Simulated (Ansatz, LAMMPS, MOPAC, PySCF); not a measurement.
## Ladder of methods for the bulk modulus of cubic BN

Reference value: 410 GPa (measured, 0 K value with the zero-point phonon effect removed, our sources range from 388 to 410; as tabulated in Mejia-Rodriguez and Trickey (2018), arXiv:1807.09216).

| level (code) | value (GPa) | cell (Å³/atom) |
|---|---|---|
| ExTeP BN.extep (LAMMPS) | 402 | 5.63 |
| PM6 semi-empirical Hartree-Fock (MOPAC) | 549 | 6.02 |
| LDA (Ansatz) | 403 | 5.74 |
| PBE (Ansatz) | (withheld) | 5.95 |
| PBE-D3(BJ) (Ansatz) | (withheld) | 5.86 |
| HSE06 (Ansatz) | 404 | 5.81 |
| Hartree–Fock (Ansatz) | (withheld) | 5.83 |
| MP2 (PySCF) | 399 ± 10 | 5.81 |
| CCSD (PySCF) | 400 ± 10 | 5.80 |

### Question
Fill in the missing entries.

### Answer

- PBE (Ansatz, a quantum-chemistry and plane-wave program), value (GPa): 372
- PBE-D3(BJ) (Ansatz), value (GPa): 381
- Hartree–Fock (Ansatz), value (GPa): 431

Errors against the reference: ExTeP BN.extep -2.0 %, PM6 semi-empirical Hartree-Fock (MOPAC) +34 %, LDA -1.7 %, PBE -9.3 %, PBE-D3(BJ) -7.1 %, HSE06 -1.5 %, Hartree–Fock +5.1 %, MP2 -2.7 %, CCSD -2.4 %.

Once the reference is moved by up to 5.3 % (a margin picked here for doubts on the reference and the settings) and values within 1.7 % count as equal, the nearest can be HSE06 (-1.5 %), LDA (-1.7 %), ExTeP BN.extep (-2.0 %), CCSD (-2.4 %), MP2 (-2.7 %), Hartree–Fock (+5.1 %) or PBE-D3(BJ) (-7.1 %). Farthest off among them: PM6 semi-empirical Hartree-Fock (MOPAC) (+34 %). Within 15 %: ExTeP BN.extep, LDA, PBE, PBE-D3(BJ), HSE06, Hartree–Fock, MP2, CCSD.

A ± on a computed value is a rough bar: the spread of its extrapolation, a floor set from checks against published values, or a statistical error. PM6 semi-empirical Hartree-Fock (MOPAC): the method was fitted mainly to molecules. PM6 semi-empirical Hartree-Fock (MOPAC): the run uses a supercell at the zone centre in place of a k mesh. Each level is taken at its own relaxed cell. Cutoffs and k meshes differ between the levels. Ansatz's density-functional and Hartree–Fock values are scalar-relativistic unless marked +SOC, with PAW data made under PBE.

Empirical potentials (ExTeP BN.extep) are fitted to chosen data: where that held the value shown, agreement is built in, and what lay outside the fit can be far off.

Differences are worked out from the printed values.
